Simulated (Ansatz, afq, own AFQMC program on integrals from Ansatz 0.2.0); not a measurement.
# Breaking Si2–H4 in SiH$_{4}$O, singlet

```csv
atom,x (Å),y (Å),z (Å)
O,0.6476,-1.0455,0.4249
Si,-0.0343,0.3457,-0.1869
H,0.0659,-1.6373,0.9099
H,-1.1337,0.0500,-1.1598
H,1.0600,1.0754,-0.8814
H,-0.6054,1.2116,0.8932
```

Products: SiH$_{3}$O (doublet; OH–SiH2) and H (doublet), each relaxed with PBE0/def2-SVP like the molecule; electronic energies without zero-point terms. Determinants: RHF, UHF and UHF in that order.

Basis def2-TZVP. Only valence electrons are correlated. Ansatz 0.2.0 and our own AFQMC program on the same integrals; the CISD trial comes from CCSD amplitudes, and released means the phaseless constraint is let go. ± is one standard error of the sampling. The errors of all members are added in quadrature.

No full CI on the walks' own integrals is used here; CCSDT(Q) serves as the reference and is uncertain by about the last step of the cluster series. Each member takes its own surest rung, up to full CI.

The best estimate is CCSD(T) at the basis-set limit (CBS: def2-TZVPP and def2-QZVPP, with their diffuse functions for anions and beside diffuse sets, CCSD(T) itself extrapolated) plus the step from CCSD(T) to CCSDT(Q) in def2-TZVP. Rows without CBS are in def2-TZVP; B2PLYP and the wave-function rows carry a basis error of their own. Core correlation and relativity beyond core potentials are missing, and ± holds the sampling alone.

Cautions: SiH₄O (singlet): released walk and highest rung disagree (by 13 meV at 2.40 1/Eh).

Best estimate: 4.243 eV.

| level | bond energy (eV) | error against the best estimate (eV) |
| --- | --- | --- |
| HF | 3.379 | -0.864 |
| MP2 | 4.003 | -0.241 |
| CCSD | 4.118 | -0.125 |
| CCSD(T) | 4.114 | -0.129 |
| CCSDT | 4.112 | -0.132 |
| CCSDT(Q) | 4.111 | -0.133 |
| ph-AFQMC/CISD | 4.111 ± 0.007 | -0.132 ± 0.007 |
| released AFQMC | 4.108 ± 0.012 | -0.135 ± 0.012 |
| HF/CBS | 3.378 | -0.865 |
| MP2/CBS | 4.163 | -0.080 |
| CCSD(T)/CBS | 4.247 | 0.004 |
| PBE | 3.930 | -0.314 |
| r2SCAN | 4.008 | -0.235 |
| PBE0 | 3.998 | -0.246 |
| B3LYP | 4.130 | -0.113 |
| wB97M-V | 4.239 | -0.005 |
| B2PLYP | 4.121 | -0.122 |

Correlation beyond CCSD(T) takes off 0.004 eV. Going to the basis-set limit adds 0.133 eV at CCSD(T). The perturbative (T) step is worth −0.004 eV. The functionals spread over 0.309 eV; wB97M-V comes nearest and PBE is 0.314 eV too low.

Best estimates are given only where the step beyond CCSD(T) is under 0.3 eV and no member's determinant is very poor (T1 over 0.05, or 0.07 for open shells, ⟨S²⟩ too high by 0.3, two states mixed), so the hardest cases are missing from such tables.

The functionals ran in a triple-zeta set and keep a basis error of their own, a few kJ/mol for each bond in atomization energies and more for double hybrids, so close places among them and the extrapolated levels can swap.

CCSDT and higher add their correlation energy to the determinant of the CCSD(T) run, since their own runs factorise the integrals more tightly (a shift of under 2 meV). Each member of a difference takes its own highest rung, so a best estimate needn't equal the limit plus the step of one row. Released energies are given only where the last usable release times agree within the noise; a slower fall can still hide under it.
